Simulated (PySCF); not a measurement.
**The bond of SiP, level by level**

The task here is to estimate one member of a computed series from the others.

Program: PySCF 2.14.0. Level of theory: Si cc-pV(D+d)Z, P cc-pV(D+d)Z, no relativity. These are calculated values, not measurements.

Set-up of the first run:

Settings of the job:

```
atoms                         : Si, P
charge                        : 0
basis                         : Si cc-pV(D+d)Z, P cc-pV(D+d)Z
Hamiltonian                   : no relativity
basis functions               : 46
electrons treated             : 29
masses in u                   : 27.9769, 30.9738
levels                        : PBE0, PBE, r²SCAN, BP86, revPBE, B97-3, HF, MP2, SCS-MP2, CCSD, CCSD(T)
grid                          : 80 radial by 434 angular points
occupations                   : held fixed by the projection of orbital angular momentum
dissociation limit            : Si + P, each in its ground configuration
starting distance in angstrom : 2.180
values of 2S to try           : 1, 3, 5
```

Started as:

```bash
$ OMP_NUM_THREADS=1 python dia.py task.json out
```

Among the steps run: The job; PBE0 along the bond; Higher solutions at PBE0; PBE (GGA); r²SCAN; BP86 (GGA); revPBE (GGA); B97-3 (global hybrid GGA); ROHF; Correlated methods on the Hartree–Fock reference.

One of the session's tables, all rows but one given; the rest of the session is left out.

It belongs to the step «The curves together». Energy (eV) from each level's lowest point:

| R (Å) | ROHF | ROHF-MP2 | ROHF-SCS-MP2 | ROHF-CCSD | ROHF-CCSD(T) |
| --- | --- | --- | --- | --- | --- |
| 1.788 | 1.280 | 1.545 | 1.535 | n/a | n/a |
| 1.871 | 0.517 | 0.716 | 0.708 | 0.712 | 0.766 |
| 1.954 | ? | ? | ? | ? | ? |
| 2.017 | 0.002 | 0.066 | 0.064 | 0.064 | 0.083 |
| 2.079 | 0.000 | 0.000 | 0.000 | 0.000 | 0.000 |
| 2.141 | 0.088 | 0.021 | 0.023 | 0.023 | 0.003 |
| 2.224 | 0.307 | 0.151 | 0.153 | 0.152 | 0.104 |
| 2.329 | 0.694 | 0.424 | 0.426 | 0.420 | 0.333 |
| 2.453 | 1.250 | 0.846 | 0.842 | 0.823 | 0.689 |
| 2.619 | 2.054 | 1.467 | 1.451 | n/a | n/a |

Estimate the missing values for R (Å) = 1.954.

Worked estimate for «ROHF». A straight line through the neighbours (1.871, 0.517) and (2.017, 0.002) gives 0.517 + (0.002 − 0.517) × (1.954 − 1.871) / (2.017 − 1.871) = 0.224; a parabola fitted to 4 rows on both sides gives 0.106.

As computed: ROHF: 0.120; ROHF-MP2: 0.245; ROHF-SCS-MP2: 0.240; ROHF-CCSD: 0.242; ROHF-CCSD(T): 0.276. In «ROHF» the line misses by +0.104 and the parabola by -0.014.
